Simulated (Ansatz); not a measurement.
```yaml
crystal:
  periodic: [false, false, false]
  atoms:
    - {symbol: Cr, position_ang: [0.000000, 0.000000, 0.000000]}
    - {symbol: C, position_ang: [0.000000, 0.000000, 2.150000]}
basis:
  gaussian: {orbitals: def2-TZVP}
magnetization: {spin_polarized: true, initial_magnetization: 4}
hamiltonian: {xc: pbe0}
relax: {f_tol: 0.004, max_steps: 80}
```

```sh
$ ansatz run in.yaml --threads 1 --pin off --events-out ev --progress --plain --max-ram 2176MiB
```

Steps of the relaxation (energy above the last step; positions in Å, forces in eV/Å):

```
2
step 1, 485.7 meV
Cr    0.000    0.000    0.000    0.000    0.000    1.718
C     0.000    0.000    2.150    0.000    0.000   -1.718
```

```
2
step 2, 240.2 meV
Cr    0.000    0.000    0.078    0.000    0.000    1.381
C     0.000    0.000    2.072    0.000    0.000   -1.381
```

```
2
step 3, 132.3 meV
Cr    0.000    0.000    0.273    0.000    0.000   -2.309
C     0.000    0.000    1.877    0.000    0.000    2.309
```

```
2
step 6, 0.0 meV
Cr    0.000    0.000    0.208    0.000    0.000    0.000
C     0.000    0.000    1.942    0.000    0.000    0.000
```

Close pairs at the end: Cr1–C2 1.735 Å.

A stationary point of unrestricted PBE0 after 6 steps, with ⟨S²⟩ = 6.986 against 6.00 for a pure state. 96 s on 1 thread of Intel Xeon Platinum 8488C, shared host.
